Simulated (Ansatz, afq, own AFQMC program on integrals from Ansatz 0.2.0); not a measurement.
Integrals from Ansatz 0.2.0, then the random walk in our own AFQMC program (afq).

```yaml
crystal:
  periodic: [false, false, false]
  atoms:
    - {symbol: B, position_ang: [0.000000, 0.000000, 0.675628]}
    - {symbol: B, position_ang: [0.000000, 0.000000, -0.909454]}
    - {symbol: H, position_ang: [0.000000, 1.047868, 1.253990]}
    - {symbol: H, position_ang: [0.000000, -1.047868, 1.253990]}
basis:
  gaussian: {orbitals: cc-pVTZ}
total_charge: 1
magnetization: {spin_polarized: true, initial_magnetization: 1}
correlation: {method: ccsd_t, electrons: outside_noble_gas, hamiltonian_folder: ham}
```

```sh
$ ansatz run in.yaml --threads 1 --pin off --events-out ev --progress --plain --max-ram 16896MiB --backend cuda --devices 0, --max-vram 18GiB
```

Options of the walk:

```
--method phaseless --trial cisd --walkers 800 --populations 20 --least-time 60 --time-step 0.005 --steps-per-block 50 --equilibration-blocks 28 --max-blocks 4000 --target-error 0.00016 --factor-cut 1e-05 --start spin_pure --seed 9270 --release-times 0.24,0.51,0.99,1.62,2.4 --release-step 0.03 --release-every 3 --taylor-order 6
```

Times are imaginary, in 1/Eh. The walk had a cap of 220 s. With eight or more populations the least sampling time is a fifth of least-time, and the error comes from their spread.

afq prints:

```
orbitals 86  electrons 4 3  factors 506 of 506
reference energy -50.08843356 Eh
CCSD correlation -0.15593650 Eh in 12 cycles, weight of the determinant in the CISD state 0.9129
energy of the start -50.244334 Eh
 block  time / (1/Eh)  mean weight  energy / Eh
     1     0.250  0.9998  -50.243669
     2     0.500  0.9995  -50.244642
     3     0.750  0.9998  -50.245527
     4     1.000  0.9995  -50.246592
     5     1.250  1.0003  -50.247360
     8     2.000  1.0000  -50.248182
    11     2.750  1.0003  -50.248578
    14     3.500  1.0002  -50.249158
    17     4.250  0.9996  -50.248907
    20     5.000  1.0008  -50.250524
    23     5.750  0.9989  -50.249570
    26     6.500  0.9990  -50.250109
    29     7.250  0.9998  -50.249809
    32     8.000  1.0002  -50.250728
    35     8.750  1.0010  -50.250078
    38     9.500  1.0004  -50.250255
    41    10.250  0.9999  -50.249213
    44    11.000  1.0000  -50.249659
    47    11.750  1.0007  -50.249158
    50    12.500  1.0002  -50.249330
    53    13.250  1.0001  -50.249404
    56    14.000  0.9999  -50.249762
    59    14.750  1.0001  -50.250552
    62    15.500  1.0004  -50.249271
    64    16.000  1.0001  -50.248490
    65    16.250  0.9996  -50.249858
    68    17.000  1.0002  -50.249916
    71    17.750  0.9987  -50.249044
    74    18.500  0.9995  -50.249105
    77    19.250  0.9997  -50.249439
    78    19.500  0.9995  -50.248583
error from the spread of 20 populations
released: time / (1/Eh)  energy / Eh  error  mean overlap
  0.24  -50.249642  0.000146  0.9976
  0.51  -50.249753  0.000139  0.9984
  0.99  -50.249966  0.000196  0.9974
  1.62  -50.249947  0.000125  0.9853
  2.40  -50.249770  0.000195  0.9765
energy -50.249576 +/- 0.000145 Eh
(rows thinned)
```

The run passed its tests (sampling time, drift between the halves within three errors, error under three times the target), which doesn't prove that it has relaxed.

Against this walk (error 4.0 meV) on the same determinant: CCSD(T) 21.0 meV higher, CCSDT(Q) 8.4 meV lower. The error is statistical and leaves out the bias of the constraint. Released to 2.40 1/Eh the energy moves by -5 ± 7 meV (both errors), within twice the noise.

Cautions: constraint bias not in the error.

The walk took 20 s on 1 × NVIDIA H100 80GB HBM3 with 2 threads of AMD EPYC 7R13 Processor (Zen 3), on a shared host (the card was shared). The log's last line is the phaseless energy.

CCSDT and higher add their correlation energy to the determinant of the CCSD(T) run, since their own runs factorise the integrals more tightly (a shift of under 2 meV). A walk keeps the symmetry of its determinant, which the program's search chose and which needn't be the lowest solution, so a lower state of the same spin and another symmetry isn't excluded.
